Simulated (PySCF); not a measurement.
## Carbon: a sound run and one with changed settings

Sound run: C [He] 2s2 2p2, C⁺ [He] 2s2 2p1. Computed with PySCF 2.14 in jorge-DZP-DKH (4s2p1d, 15 functions), with the spin-free X2C one-electron Hamiltonian (Gaussian nucleus). In the sound run the correlated levels freeze 1s2. The sound run starts from symmetry-adapted Hartree-Fock orbitals and uses a fine grid where one is needed.

Changed run: initial guess atom, at most 50 SCF cycles, level shift 0.5 hartree.

```tsv
species	method	sound run (hartree)	changed run (hartree)	converged
C	UHF	-37.70380	-37.70380	yes
C	PBE	-37.80666	-37.80666	yes
C	TPSS	-37.87579	-37.87579	yes
C	MP2	-37.75580	-37.74108	yes
C	CCSD(T)	-37.77751	-37.77751	yes
C⁺	UHF	-37.30641	-37.30641	yes
C⁺	PBE	-37.38322	-37.38322	yes
C⁺	TPSS	-37.45507	-37.45507	yes
C⁺	MP2	-37.34864	-37.33579	yes
C⁺	CCSD(T)	-37.37473	-37.37473	yes
```

Ionisation energy of C:

| method | sound run (eV) | changed run (eV) |
| --- | --- | --- |
| UHF | 10.813 | 10.813 |
| PBE | 11.522 | 11.522 |
| TPSS | 11.448 | 11.448 |
| MP2 | 11.079 | 11.028 |
| SCS-MP2 | 10.975 | 10.956 |
| CCSD | 10.952 | 10.952 |
| CCSD(T) | 10.960 | 10.960 |

A level shift leaves the converged SCF energy unchanged but raises the virtual orbital energies, which shrinks MP2 if it is not removed.

For comparison, NIST gives 11.260 eV between the lowest levels.
